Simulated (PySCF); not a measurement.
**NH3 (ammonia): B3LYP/6-31G(d) (spherical functions)**

What is the energy change on altering one bond length of NH3 (ammonia) at B3LYP/6-31G* (spherical functions)? 

The calculation is run with PySCF 2.14.0.

4 further runs of the same task are left out: 4 set aside as unsound or not needed.

### 1 The system as given

NH3 has 4 atoms, charge 0, and is taken as a singlet. SMILES: `N`. The coordinates come from a GFN2-xTB relaxation.

Bond lengths: N1–H2 1.013 Å, N1–H3 1.013 Å, N1–H4 1.013 Å. Angles: H2–N1–H3 107.7°, H2–N1–H4 107.7°, H3–N1–H4 107.7°.

### 2 The energy at B3LYP/6-31G(d) (spherical functions)

calc.py

```python
# N
from pyscf import gto, dft

system = gto.M(
    atom='''
N   -0.068160   0.242830   0.108060
H    0.491930  -0.300470   0.753380
H   -0.891960  -0.300620  -0.118350
H    0.468190   0.358250  -0.743090
''',
    verbose=4,
    basis='6-31g*',
    max_memory=1860,
)

ks = dft.RKS(system, xc='b3lyp')
ks.grids.level = 5
ks.conv_tol = 1e-10
ks.kernel()
if not ks.converged:
    ks = ks.newton().run(ks.mo_coeff, ks.mo_occ)

e_tot = ks.e_tot
print('E = %.10f Eh' % e_tot)
```

Started as:

```sh
$ OMP_NUM_THREADS=1 python calc.py
```

Log:

```text
PySCF version 2.14.0

[INPUT] num. atoms = 4
[INPUT] num. electrons = 10
[INPUT] charge = 0
[INPUT] spin (= nelec alpha-beta = 2S) = 0
[INPUT] symmetry False subgroup None
[INPUT] Mole.unit = angstrom
[INPUT] Symbol           X                Y                Z      unit          X                Y                Z       unit  Magmom
[INPUT]  1 N     -0.068160000000   0.242830000000   0.108060000000 AA   -0.128803732650   0.458882194828   0.204203805021 Bohr   0.0
[INPUT]  2 H      0.491930000000  -0.300470000000   0.753380000000 AA    0.929612972457  -0.567806008648   1.423681867725 Bohr   0.0
[INPUT]  3 H     -0.891960000000  -0.300620000000  -0.118350000000 AA   -1.685560114067  -0.568089467567  -0.223649086842 Bohr   0.0
[INPUT]  4 H      0.468190000000   0.358250000000  -0.743090000000 AA    0.884750874260   0.676994384125  -1.404236585903 Bohr   0.0

nuclear repulsion = 11.9453068760726
number of shells = 12
number of NR pGTOs = 39
number of NR cGTOs = 20
basis = 6-31g*
ecp = {}

******** <class 'pyscf.dft.rks.RKS'> ********
method = RKS
initial guess = minao
damping factor = 0
level_shift factor = 0
DIIS = <class 'pyscf.scf.diis.CDIIS'>
diis_start_cycle = 1
diis_space = 8
diis_damp = 0
SCF conv_tol = 1e-10
SCF conv_tol_grad = None
SCF max_cycles = 50
direct_scf = True
direct_scf_tol = 1e-13
XC library pyscf.dft.libxc version 7.0.0
    S. Lehtola, C. Steigemann, M. J.T. Oliveira, and M. A.L. Marques.,  SoftwareX 7, 1–5 (2018)
XC functionals = b3lyp
    P. J. Stephens, F. J. Devlin, C. F. Chabalowski, and M. J. Frisch.,  J. Phys. Chem. 98, 11623 (1994)
radial grids:
    Treutler-Ahlrichs [JCP 102, 346 (1995); DOI:10.1063/1.469408] (M4) radial grids

becke partition: Becke, JCP 88, 2547 (1988); DOI:10.1063/1.454033
pruning grids: <function nwchem_prune>
grids dens level: 5
symmetrized grids: False
atomic radii adjust function: <function treutler_atomic_radii_adjust>
small_rho_cutoff = 0
Set gradient conv threshold to 1e-05
Initial guess from minao.
tot grids = 112736
init E= -56.4435720655307
  HOMO = -0.327598601187837  LUMO = 0.0430561384477026  gap/eV = 10.08603
cycle= 1 E= -56.5098794040179  delta_E= -0.0663  |g|= 0.408  |ddm|= 1.45
  HOMO = -0.14664708710009  LUMO = 0.106681417181471  gap/eV = 6.89342
cycle= 2 E= -56.4855513778184  delta_E= 0.0243  |g|= 0.527  |ddm|= 0.67
  HOMO = -0.247256906571832  LUMO = 0.080287063236248  gap/eV = 8.91293
cycle= 3 E= -56.5463849509266  delta_E= -0.0608  |g|= 0.0194  |ddm|= 0.387
  HOMO = -0.24645696064147  LUMO = 0.083149219621748  gap/eV = 8.96904
cycle= 4 E= -56.5464657300187  delta_E= -8.08e-05  |g|= 0.00148  |ddm|= 0.0175
  HOMO = -0.246486226816725  LUMO = 0.0830934524472382  gap/eV = 8.96832
cycle= 5 E= -56.5464661659485  delta_E= -4.36e-07  |g|= 0.000202  |ddm|= 0.00126
  HOMO = -0.246560816661833  LUMO = 0.0830603031564543  gap/eV = 8.96945
cycle= 6 E= -56.546466174814  delta_E= -8.87e-09  |g|= 3.16e-06  |ddm|= 0.000143
  HOMO = -0.246560580168158  LUMO = 0.0830609852386015  gap/eV = 8.96946
cycle= 7 E= -56.5464661748183  delta_E= -4.32e-12  |g|= 6.3e-07  |ddm|= 6.79e-06
  HOMO = -0.246560364526173  LUMO = 0.0830610613577094  gap/eV = 8.96946
Extra cycle  E= -56.5464661748182  delta_E= 8.53e-14  |g|= 6.56e-07  |ddm|= 1.12e-06
converged SCF energy = -56.5464661748182
E = -56.5464661748 Eh
```

Run time: 1.8 s. Hardware: 1 thread of Arm Neoverse V1, shared host; peak memory 0.18 GiB.

### 3 The distorted shape at the same level

geometry.xyz

```xyz
4
H3N
N     -0.336352     0.185116     0.533663
H      0.223738    -0.358184     1.178983
H     -1.160152    -0.358334     0.307253
H      0.468190     0.358250    -0.743090
```

run.py

```python
from pyscf import gto, dft

mol = gto.M(
    atom='geometry.xyz',
    verbose=4,
    basis='6-31g*',
    spin=0,
    max_memory=1860,
)

mf = dft.RKS(mol, xc='b3lyp')
mf.grids.level = 5
mf.conv_tol = 1e-10
mf.kernel()
if not mf.converged:
    mf = mf.newton().run(mf.mo_coeff, mf.mo_occ)

etot = mf.e_tot
print('Final energy', etot)
```

Started as:

```sh
$ OMP_NUM_THREADS=1 python run.py
```

Log:

```text
PySCF version 2.14.0

[INPUT] num. atoms = 4
[INPUT] num. electrons = 10
[INPUT] charge = 0
[INPUT] spin (= nelec alpha-beta = 2S) = 0
[INPUT] symmetry False subgroup None
[INPUT] Mole.unit = angstrom
[INPUT] Symbol           X                Y                Z      unit          X                Y                Z       unit  Magmom
[INPUT]  1 N     -0.336352000000   0.185116000000   0.533663000000 AA   -0.635613161450   0.349818541275   1.008476912814 Bohr   0.0
[INPUT]  2 H      0.223738000000  -0.358184000000   1.178983000000 AA    0.422803543658  -0.676869662201   2.227954975518 Bohr   0.0
[INPUT]  3 H     -1.160152000000  -0.358334000000   0.307253000000 AA   -2.192369542866  -0.677153121120   0.580624020951 Bohr   0.0
[INPUT]  4 H      0.468190000000   0.358250000000  -0.743090000000 AA    0.884750874260   0.676994384125  -1.404236585903 Bohr   0.0

nuclear repulsion = 10.5910318562279
number of shells = 12
number of NR pGTOs = 39
number of NR cGTOs = 20
basis = 6-31g*
ecp = {}

******** <class 'pyscf.dft.rks.RKS'> ********
method = RKS
initial guess = minao
damping factor = 0
level_shift factor = 0
DIIS = <class 'pyscf.scf.diis.CDIIS'>
diis_start_cycle = 1
diis_space = 8
diis_damp = 0
SCF conv_tol = 1e-10
SCF conv_tol_grad = None
SCF max_cycles = 50
direct_scf = True
direct_scf_tol = 1e-13
XC library pyscf.dft.libxc version 7.0.0
    S. Lehtola, C. Steigemann, M. J.T. Oliveira, and M. A.L. Marques.,  SoftwareX 7, 1–5 (2018)
XC functionals = b3lyp
    P. J. Stephens, F. J. Devlin, C. F. Chabalowski, and M. J. Frisch.,  J. Phys. Chem. 98, 11623 (1994)
radial grids:
    Treutler-Ahlrichs [JCP 102, 346 (1995); DOI:10.1063/1.469408] (M4) radial grids

becke partition: Becke, JCP 88, 2547 (1988); DOI:10.1063/1.454033
pruning grids: <function nwchem_prune>
grids dens level: 5
symmetrized grids: False
atomic radii adjust function: <function treutler_atomic_radii_adjust>
small_rho_cutoff = 0
Set gradient conv threshold to 1e-05
[... 1 set-up line as earlier in the session ...]
tot grids = 112736
init E= -56.2507170406398
  HOMO = -0.302729296852651  LUMO = -0.0682142958358334  gap/eV = 6.38148
cycle= 1 E= -56.421365769557  delta_E= -0.171  |g|= 0.399  |ddm|= 1.43
  HOMO = -0.138754602049102  LUMO = 0.0116552884223209  gap/eV = 4.09286
cycle= 2 E= -56.3301939575041  delta_E= 0.0912  |g|= 0.703  |ddm|= 0.944
  HOMO = -0.249340615670665  LUMO = -0.0314060552417552  gap/eV = 5.93030
cycle= 3 E= -56.4650311078799  delta_E= -0.135  |g|= 0.0285  |ddm|= 0.649
  HOMO = -0.249516378086929  LUMO = -0.0275171041720252  gap/eV = 6.04091
cycle= 4 E= -56.4652258374926  delta_E= -0.000195  |g|= 0.00446  |ddm|= 0.0265
  HOMO = -0.249831085608712  LUMO = -0.0270380995499804  gap/eV = 6.06251
cycle= 5 E= -56.4652316871203  delta_E= -5.85e-06  |g|= 0.000404  |ddm|= 0.00541
  HOMO = -0.249882032962826  LUMO = -0.0271729003705707  gap/eV = 6.06022
cycle= 6 E= -56.4652317461957  delta_E= -5.91e-08  |g|= 0.000123  |ddm|= 0.000669
  HOMO = -0.249894593605363  LUMO = -0.0271553577202153  gap/eV = 6.06104
cycle= 7 E= -56.4652317533007  delta_E= -7.11e-09  |g|= 2.28e-05  |ddm|= 0.000237
  HOMO = -0.249893431334781  LUMO = -0.0271545584423407  gap/eV = 6.06103
cycle= 8 E= -56.4652317535045  delta_E= -2.04e-10  |g|= 7.26e-06  |ddm|= 5.28e-05
  HOMO = -0.249892538457223  LUMO = -0.0271548923095462  gap/eV = 6.06100
cycle= 9 E= -56.4652317535228  delta_E= -1.83e-11  |g|= 4.63e-07  |ddm|= 6.79e-06
  HOMO = -0.249892431335426  LUMO = -0.0271548782931275  gap/eV = 6.06100
Extra cycle  E= -56.4652317535227  delta_E= 1.28e-13  |g|= 5.08e-07  |ddm|= 6.27e-07
converged SCF energy = -56.4652317535227
Final energy -56.46523175352268
```

Wall time 2 s (1 thread of Arm Neoverse V1, shared host); peak memory 0.18 GiB.

### 4 Summary of results

Level: B3LYP/6-31G* (spherical functions).

| quantity | value |
| --- | --- |
| first shape: total energy | -56.54647 Eh |
| first shape: dipole moment | 1.80 D |
| first shape: HOMO energy | -6.71 eV |
| first shape: LUMO energy | 2.26 eV |
| first shape: HOMO–LUMO gap | 8.97 eV |
| distorted shape: total energy | -56.46523 Eh |
| distorted shape: dipole moment | 1.74 D |
| distorted shape: HOMO energy | -6.80 eV |
| distorted shape: LUMO energy | -0.74 eV |
| distorted shape: HOMO–LUMO gap | 6.06 eV |
| energy change with the N1–H4 bond stretched from 1.013 to 1.519 Å | 2.211 eV |

**Reading.** With the N1–H4 bond stretched from 1.013 to 1.519 Å the energy rises by 2.21 eV (51 kcal/mol). The first shape isn't relaxed at this level, so the change isn't measured from a minimum. Mulliken charges (first shape) run from -0.90 on N1 to +0.30 on H3; they depend strongly on the basis.
